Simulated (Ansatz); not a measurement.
# HNOP: the cost of one run

Computed with Ansatz 0.2.0, Gaussian basis. Level: def2-QZVPP, core rule «outside noble gas», up to 7 orbitals frozen.

The runs, in order: UHF; ROHF; CCSD(T) on UHF.

2 further runs of the same task are left out: 2 set aside as unsound or not needed.

## Step 1: The geometry

The geometry is a PBE0/def2-TZVP stationary point (not a proven minimum).

4 atoms, charge 0, spin multiplicity 2.

Atoms are counted from 1 here; the program's logs count them from 0.

Bond lengths: O1–N2 1.248 Å, N2–P3 1.668 Å, N2–H4 1.032 Å. Angles: O1–N2–P3 129.4°, O1–N2–H4 115.2°, P3–N2–H4 115.4°.

Coordinates:

```csv
atom,x (Å),y (Å),z (Å)
O1,0.0000,-0.2935,1.5643
N2,0.0000,0.4026,0.5286
P3,0.0000,-0.0767,-1.0694
H4,0.0000,1.4225,0.6842
```

## Step 2: UHF

Contents of in.yaml:

```yaml
crystal:
  periodic: [false, false, false]
  atoms:
    - {symbol: O, position_ang: [0.000000, -0.293537, 1.564314]}
    - {symbol: N, position_ang: [0.000000, 0.402609, 0.528647]}
    - {symbol: P, position_ang: [0.000000, -0.076731, -1.069368]}
    - {symbol: H, position_ang: [0.000000, 1.422547, 0.684225]}
basis:
  gaussian: {orbitals: "def2-QZVPP.json"}
magnetization: {spin_polarized: true, initial_magnetization: 1}
hamiltonian: {xc: hf}
output: {orbitals: {seedname: orbitals}}
```

Launch:

```
$ ansatz run in.yaml --threads 1 --pin off --events-out ev --progress --plain --max-ram 2393MiB
```

**Question.** How long does this run take on 1 thread of Arm Neoverse V1, shared host, and how much memory does it need?

About 41 s, with a peak of 0.53 GiB.
